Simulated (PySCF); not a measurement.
Values are calculated unless marked as measured or tabulated.
C2H6OP

C2H6OP is a small molecule, neutral, doublet. The structure, one conformer, was relaxed in the gas phase by PBE0-D3(BJ)/def2-SVP. No frequency run checks that it is a minimum.

SMILES: C[P](C)=O

| atom | x (Å) | y (Å) | z (Å) |
| --- | --- | --- | --- |
| P1 | -0.365 | 0.850 | 0.016 |
| O2 | -0.410 | 1.713 | 1.257 |
| C3 | -1.253 | -0.737 | 0.200 |
| C4 | 1.334 | 0.393 | -0.481 |
| H5 | -2.281 | -0.527 | 0.528 |
| H6 | -1.280 | -1.281 | -0.756 |
| H7 | -0.757 | -1.359 | 0.963 |
| H8 | 1.334 | -0.134 | -1.446 |
| H9 | 1.930 | 1.312 | -0.569 |
| H10 | 1.790 | -0.250 | 0.290 |

EPR values by unrestricted B3LYP, IGLO-III on C O P, pcH-1 on H.

Predict g and the largest hyperfine couplings. Where does the spin sit?

g = 2.0019, 2.0059, 2.0073. The spin sits on P1 (57 %, bonded to 2 C + 1 O), O2 (30 %, bonded to 1 P) by Mulliken populations.
```
atom  isotope  isotropic (MHz)  dipolar, principal values (MHz)
  P1      31P            985.8            -166.6, -161.6, 328.2
  O2      17O            -22.9               -101.1, 50.1, 51.0
  C3      13C             55.8                 -6.9, -6.1, 13.0
  C4      13C             55.6                 -6.9, -6.1, 13.0
  H7       1H             49.6                  -4.4, -0.1, 4.5
 H10       1H             49.5                  -4.4, -0.1, 4.5
```

How do the isotropic couplings move with BHandHLYP?

P1 985.8 to 1031.7 MHz, O2 -22.9 to -37.9 MHz, C3 55.8 to 55.9 MHz, C4 55.6 to 55.7 MHz.

The 2 runs behind this took 110 s in all, one thread each of Arm Neoverse N1 on a shared host, launched as `OMP_NUM_THREADS=1 python cluster_run.py task.json out`.
